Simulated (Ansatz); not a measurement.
C2H3FN2 can be A, `FC1=NCN1`, or B, `FC1N=CN1`.

Isolated molecules relaxed with PBE0-D4/def2-TZVP in Ansatz; ΔE leaves out vibrations. CBS: MP2 limit from def2 TZ/QZ plus the TZ coupled-cluster correction, frozen cores. DFT in def2-TZVPP.

A:

```xyz
8

F    -1.610    0.178   -1.628
C    -0.629    0.222   -0.769
N     0.118    1.195   -0.428
C     0.719    0.211    0.505
N    -0.133   -0.864   -0.080
H     1.783    0.042    0.338
H     0.499    0.427    1.550
H    -0.747   -1.410    0.512
```

B:

```xyz
8

F     0.116   -0.893   -1.649
C     0.592   -0.290   -0.539
N     0.298    1.146   -0.451
C    -0.438    0.835    0.556
N    -0.219   -0.541    0.670
H     1.648   -0.542   -0.420
H    -1.003    1.476    1.228
H    -0.993   -1.191    0.604
```

(1) Which isomer does CCSD(T)/CBS put lower? Give the gap. (Estimate.)

(2) Give E(B) − E(A) in kJ/mol with CCSD(T)/def2-TZVPP, PBE-D4, ωB97M-V, LDA (SPW92), HF/def2-TZVPP, CCSD/def2-TZVPP, B2PLYP. (Estimate.)

(3) Does the order hold for the free energy at 298.15 K (harmonic terms from PBE0-D4)? (An estimate is asked.)

Largest T1 diagnostic: 0.013.

Results:

(1) The calculation gave: A, by 14.0 kJ/mol.

(2) Computed: CCSD(T)/def2-TZVPP 15.5, PBE-D4 21.9, ωB97M-V 16.5, LDA (SPW92) 25.0, HF/def2-TZVPP 12.7, CCSD/def2-TZVPP 15.0, B2PLYP 17.3. None reverses the order clearly.

(3) Computed: Yes: G(B) − G(A) = +12.8 kJ/mol.

Leaving LDA and LC-ωPBE aside and taking each functional with its dispersion term where it has one, the values, not all of them listed here, spread over 6.1 kJ/mol, from BHLYP-D4 to B97M-V. LDA lies +3.1 kJ/mol from PBE without D4.
